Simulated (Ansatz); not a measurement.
An input for C2F4 (tetrafluoroethylene)

C2F4: 6 atoms, total charge 0, spin state singlet. As SMILES, `FC(F)=C(F)F`. The coordinates come from a PBE0-D4/def2-TZVP relaxation.

```xyz
6

F     1.1692   -1.1345   -0.7080
C     0.2025   -0.6402    0.0257
F    -0.3375   -1.5206    0.8323
C    -0.1884    0.6188   -0.0411
F     0.3515    1.4993   -0.8476
F    -1.1552    1.1131    0.6926
```

Settings wanted:

```yaml
basis_set: 6-31G*
integral_approximation: none
task: energy
method: MP2
dispersion: none
reference: RHF
relativity: none
accuracy: high
frozen_core_orbitals: 6
d_and_f_functions: spherical
```

**Question.** Give an Ansatz 0.2.0 job that does this.

**Answer.** This one ran through:

run.yaml:
```yaml
crystal:
  periodic: [false, false, false]
  atoms:
    - {symbol: F, position_ang: [1.169200, -1.134500, -0.708000]}
    - {symbol: C, position_ang: [0.202500, -0.640200, 0.025700]}
    - {symbol: F, position_ang: [-0.337500, -1.520600, 0.832300]}
    - {symbol: C, position_ang: [-0.188400, 0.618800, -0.041100]}
    - {symbol: F, position_ang: [0.351500, 1.499300, -0.847600]}
    - {symbol: F, position_ang: [-1.155200, 1.113100, 0.692600]}
basis:
  gaussian:
    orbitals: 6-31G_st_-spherical.json
magnetization:
  spin_polarized: false
correlation:
  method: mp2
  frozen_orbitals: {C: 1, F: 1}
accuracy: high
```

```bash
$ ansatz run run.yaml --threads 1 --pin off --max-ram 3480MiB --events-out events.jsonl --progress --plain --runs-dir runs
```

(Basis files named in the input come from the Basis Set Exchange and aren't shown.)

Calculated total energy: -474.32681 Eh.
